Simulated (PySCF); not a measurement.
Ethene, 1,2-difluoro-, (Z)-, C₂H₂F₂, SMILES F/C=C\F, point group C2v.

Level: PBE0/pcSseg-1 in PySCF (density fitting, grid level 2); geometry and Hessian at that level, cubic constants and property derivatives from steps of ±0.6 along each species' dimensionless normal coordinates, second-order vibrational perturbation theory. The parent has the commonest isotopes.

Equilibrium geometry (Å):

```csv
atom,x,y,z
F1,1.4011,1.0134,-0.1675
C2,0.6614,-0.0813,0.0046
C3,-0.6602,-0.0547,-0.0007
F4,-1.3536,1.0690,-0.1788
H5,1.2305,-0.9944,0.1490
H6,-1.2667,-0.9441,0.1390
```

Problem. Give the equilibrium and ground-state rotational constants (MHz) of parent; ²H at 5; ¹³C at 2; ¹³C at 2, ¹³C at 3; ²H at 5, ²H at 6; ¹³C at 2, ²H at 5.

Solution. 
```json
{"species": "parent", "Ae": "21451", "Be": "5894", "Ce": "4623.6", "A0": "21278", "B0": "5889.4", "C0": "4605.5", "Δ0 (u Å²)": "0.170", "harmonic ZPE (cm⁻¹)": "8200"}
{"species": "²H at 5", "Ae": "19527", "Be": "5785.7", "Ce": "4463.3", "A0": "19387", "B0": "5776.6", "C0": "4443.9", "Δ0 (u Å²)": "0.170", "harmonic ZPE (cm⁻¹)": "7484"}
{"species": "¹³C at 2", "Ae": "21094", "Be": "5864.3", "Ce": "4588.6", "A0": "20925", "B0": "5859.8", "C0": "4570.7", "Δ0 (u Å²)": "0.172", "harmonic ZPE (cm⁻¹)": "8152"}
{"species": "¹³C at 2, ¹³C at 3", "Ae": "20754", "Be": "5834.4", "Ce": "4554.1", "A0": "20589", "B0": "5830", "C0": "4536.4", "Δ0 (u Å²)": "0.174", "harmonic ZPE (cm⁻¹)": "8103"}
{"species": "²H at 5, ²H at 6", "Ae": "17889", "Be": "5685.9", "Ce": "4314.6", "A0": "17774", "B0": "5673.1", "C0": "4294.4", "Δ0 (u Å²)": "0.167", "harmonic ZPE (cm⁻¹)": "6768"}
{"species": "¹³C at 2, ²H at 5", "Ae": "19270", "Be": "5757.2", "Ce": "4432.8", "A0": "19133", "B0": "5748.2", "C0": "4413.6", "Δ0 (u Å²)": "0.171", "harmonic ZPE (cm⁻¹)": "7434"}
```

Δ0 = Ic − Ia − Ib from the ground-state constants.

Problem. How is the parent's vibrational correction B0 − Be made up?

Solution. 
| axis | harmonic | Coriolis | cubic | total (MHz) |
| --- | --- | --- | --- | --- |
| a | 66.8 | -18.6 | -222 | -174 |
| b | 14.4 | -1.42 | -17.6 | -4.62 |
| c | 4.4 | -1.39 | -21.1 | -18.1 |

Problem. And its quartic centrifugal distortion constants from the harmonic force field?

Solution. Asymmetric top, A reduction, Ir representation: ΔJ = 7.36 kHz, ΔJK = -51.5 kHz, ΔK = 158 kHz, δJ = 2.18 kHz, δK = 12.5 kHz.

A mode lies under 250 cm⁻¹, where this perturbation treatment is rough.
